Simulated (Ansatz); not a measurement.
# CH2ClSi− (SMILES [SiH-]=CCl): single points off equilibrium

The task here is to estimate one member of a computed series from the others.

Program: Ansatz 0.2.0, Gaussian basis. Level of theory: single points in def2-TZVPPD. These are calculated values, not measurements.

Correlated methods freeze the cores.

## The system as given

SMILES `[SiH-]=CCl`, 5 atoms, charge -1, spin multiplicity 1.

Atoms are counted from 1 here; the program's logs count them from 0.

Bond lengths: Si1–C2 1.725 Å, Si1–H4 1.569 Å, C2–Cl3 1.823 Å, C2–H5 1.087 Å. Angles: C2–Si1–H4 98.4°, Si1–C2–Cl3 116.9°, Si1–C2–H5 132.5°, Cl3–C2–H5 110.5°.

Geometry (Å):

```
Si   -0.36348    0.67405   -1.07303
C     0.27361   -0.18938    0.27780
Cl    2.08861   -0.32430    0.38744
H    -1.88904    0.53305   -0.73540
H    -0.19603   -0.65229    1.14236
```

Set-up of the first run:

File run/in.yaml:

```yaml
crystal:
  periodic: [false, false, false]
  atoms:
    - {symbol: Si, position_ang: [-0.363481, 0.674050, -1.073035]}
    - {symbol: C, position_ang: [0.273608, -0.189385, 0.277799]}
    - {symbol: Cl, position_ang: [2.088607, -0.324303, 0.387445]}
    - {symbol: H, position_ang: [-1.889044, 0.533049, -0.735403]}
    - {symbol: H, position_ang: [-0.196032, -0.652293, 1.142359]}
basis:
  gaussian: {orbitals: "def2-TZVPPD.json"}
total_charge: -1
hamiltonian: {xc: pbe, dispersion: d4}
output: {forces: true}
```

The basis file named in the input lies beside it (Basis Set Exchange, JSON).

On the command line:

```console
ansatz run in.yaml --threads 2 --pin off --events-out ev --progress --plain --max-ram 3481MiB
```

Steps of the session up to this table: PBE-D4/def2-TZVPPD; r2SCAN-D4/def2-TZVPPD; PBE0-D4/def2-TZVPPD; wB97M-V/def2-TZVPPD; CCSD(T)/def2-TZVPPD.

One table of the session follows, with a row left open; its other results are not shown here.

```
   method  RMS force component (eV/Å)  angle to CCSD(T) forces (°)
   PBE-D4                       0.501                         14.4
r2SCAN-D4                           ?                            ?
  PBE0-D4                       0.432                         16.9
  wB97M-V                       0.369                         12.1
  CCSD(T)                       0.557                    reference
```

Estimate the missing values for r2SCAN-D4.

The run gave: RMS force component (eV/Å): 0.440; angle to CCSD(T) forces (°): 10.1. In the column «RMS force component (eV/Å)» it lies between PBE0-D4 (0.432) and PBE-D4 (0.501).
